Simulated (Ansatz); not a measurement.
```yaml
crystal:
  periodic: [false, false, false]
  atoms:
    - {symbol: Ge, position_ang: [-0.201484, -0.219463, -0.001607]}
    - {symbol: O, position_ang: [-0.801100, 1.280930, 0.009098]}
    - {symbol: O, position_ang: [1.589342, -0.318870, -0.002068]}
    - {symbol: H, position_ang: [2.008486, 0.545074, 0.004204]}
basis:
  gaussian: {orbitals: def2-TZVP}
magnetization: {spin_polarized: true, initial_magnetization: 1}
hamiltonian: {xc: pbe0}
relax: {f_tol: 0.004, max_steps: 80}
```

```sh
$ ansatz run in.yaml --threads 1 --pin off --events-out ev --progress --plain --max-ram 2176MiB
```

Steps of the relaxation (energy above the last step; positions in Å, forces in eV/Å):

```
4
step 1, 81.5 meV
Ge   -0.201   -0.219   -0.002    1.496   -1.927   -0.014
O    -0.801    1.281    0.009   -1.085    2.177    0.016
O     1.589   -0.319   -0.002   -0.346   -0.510   -0.004
H     2.008    0.545    0.004   -0.065    0.261    0.002
```

```
4
step 2, 16.2 meV
Ge   -0.180   -0.214   -0.002    0.663   -0.858   -0.006
O    -0.834    1.297    0.009   -0.452    0.918    0.007
O     1.600   -0.334   -0.002   -0.200   -0.157   -0.001
H     2.009    0.539    0.004   -0.011    0.097    0.001
```

```
4
step 3, 1.5 meV
Ge   -0.166   -0.214   -0.002    0.028   -0.194   -0.001
O    -0.853    1.308    0.009   -0.029    0.149    0.001
O     1.605   -0.341   -0.002   -0.019    0.051    0.000
H     2.010    0.535    0.004    0.020   -0.006    0.000
```

```
4
step 4, 0.2 meV
Ge   -0.170   -0.227   -0.002   -0.028    0.049    0.000
O    -0.843    1.312    0.009    0.045   -0.063    0.000
O     1.602   -0.337   -0.002   -0.017    0.004    0.000
H     2.007    0.539    0.004    0.001    0.009    0.000
```

```
4
step 7, 0.0 meV
Ge   -0.171   -0.229   -0.002    0.000    0.000    0.000
O    -0.835    1.311    0.009    0.000    0.000    0.000
O     1.601   -0.336   -0.002    0.001    0.001    0.000
H     2.001    0.542    0.004   -0.001   -0.001    0.000
```

Close pairs at the end: O3–H4 0.965 Å, Ge1–O2 1.677 Å, Ge1–O3 1.775 Å.

A stationary point of unrestricted PBE0 after 7 steps, with ⟨S²⟩ = 0.762 against 0.75 for a pure state; no frequencies were run, so it isn't proven a minimum. 52 s on 1 thread of Arm Neoverse V1, shared host.
